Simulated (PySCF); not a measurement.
PySCF job for CS, SMILES [C-]#[S+], KT2/pcSseg-2. Geometry optimised at B3LYP-D3(BJ)/def2-TZVPD.

```python
import numpy as np
from pyscf import gto, scf, dft
from pyscf.prop.nmr import rks as nmr

mol = gto.M(
    atom='''
    C     0.00000000    0.00000000   -1.11415929
    S     0.00000000    0.00000000    0.41780974
    ''',
    basis='pcSseg-2',
    charge=0,
    spin=0,
    max_memory=1600,
    verbose=3,
)
mf = dft.RKS(mol, xc='kt2')
mf.grids.level = 3
mf.conv_tol = 1e-10
mf.max_cycle = 100
mf.kernel()
n = nmr.NMR(mf)
n.verbose = 2
n.max_cycle_cphf = 60
sigma = n.kernel()
print('atom   isotropic/ppm   span/ppm')
for i, s in enumerate(sigma):
    w = np.linalg.eigvalsh((s + s.T) / 2)
    print(f'{mol.atom_symbol(i):2s}{i + 1:3d} {w.mean():14.3f} {w[2] - w[0]:11.3f}')
```

Log of the run:

```
converged SCF energy = -440.065857637807
atom   isotropic/ppm   span/ppm
C   1       -229.428     757.188
S   2         28.205    1547.304
```

The run converged.

Cost: about 5 core-seconds (a rough figure).
